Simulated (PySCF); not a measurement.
Species: benzene, C6H6.
SMILES with atom numbers: `[cH:1]1[cH:2][cH:3][cH:4][cH:5][cH:6]1`

Geometry (GFN2-xTB, Å), atoms numbered from 1 in this order:
```
atom  x, y, z in Å
C1     0.9553    1.0021   -0.0209
C2     1.3456   -0.3263   -0.0146
C3     0.3904   -1.3285    0.0033
C4    -0.9551   -1.0023    0.0158
C5    -1.3455    0.3261    0.0101
C6    -0.3903    1.3283   -0.0076
H7     1.7008    1.7840   -0.0353
H8     2.3956   -0.5808   -0.0238
H9     0.6951   -2.3652    0.0082
H10   -1.7006   -1.7843    0.0298
H11   -2.3954    0.5812    0.0202
H12   -0.6946    2.3650   -0.0113
```

Probes without a nucleus sit at each ring's centroid and 1 Å off its mean plane on both sides; NICS is minus the shielding there, NICSzz its component along the normal. Level: GIAO PBE0/pcSseg-1 (PySCF, non-relativistic, gas phase) on the GFN2-xTB geometry, one conformer.

Ring bond lengths (Å), with Mayer bond orders in brackets: C1–C2 1.385 (1.44), C2–C3 1.385 (1.44), C3–C4 1.385 (1.44), C4–C5 1.385 (1.44), C5–C6 1.385 (1.44), C6–C1 1.385 (1.44).

Task: Give the NICS values of each ring in ppm.

Result: 
| ring | type | NICS(0) | NICS(1), two faces | NICS(1)zz, two faces | rms pucker (Å) | centre to ring atoms, mean (Å) |
| --- | --- | --- | --- | --- | --- | --- |
| C1–C2–C3–C4–C5–C6 | 6-membered carbocycle; formal bonds all aromatic | -8.6 | -11.5 / -11.5 | -29.9 / -29.9 | 0.00 | 1.38 |

Task: What do they say, and how far can they be read as aromaticity?

Result: 
- C1–C2–C3–C4–C5–C6: mean NICS(1)zz -29.9 ppm, shielded. For a flat ring without four-coordinate atoms the NICS criterion counts such a value as aromatic.

Task: And the bond-length index? HOMA = 1 − mean of α(R − Ropt)² over the ring bonds, with Krygowski's 1993 parameters (CC: Ropt 1.388 Å, α 257.7 Å⁻²).

Result: 
- C1–C2–C3–C4–C5–C6: HOMA 1.00 = 1 − EN − GEO, with mean bond length 1.385 Å, EN = α(Ropt − mean)² = 0.003 and GEO = α × variance = 0.000. The geometric and the magnetic index point the same way.

Task: List the ring angles and the Hirshfeld charges of the ring atoms.

Result: 
- C1–C2–C3–C4–C5–C6: C1 120.0° (-0.050 e), C2 120.0° (-0.050 e), C3 120.0° (-0.050 e), C4 120.0° (-0.050 e), C5 120.0° (-0.049 e), C6 120.0° (-0.050 e); sum 720.0° against 720° for a flat convex ring.

Time: 15 s of wall time. Hardware: an x86-64 server with one thread, no GPU (shared host). This is the whole shielding run at PBE0/pcSseg-1, SCF included.
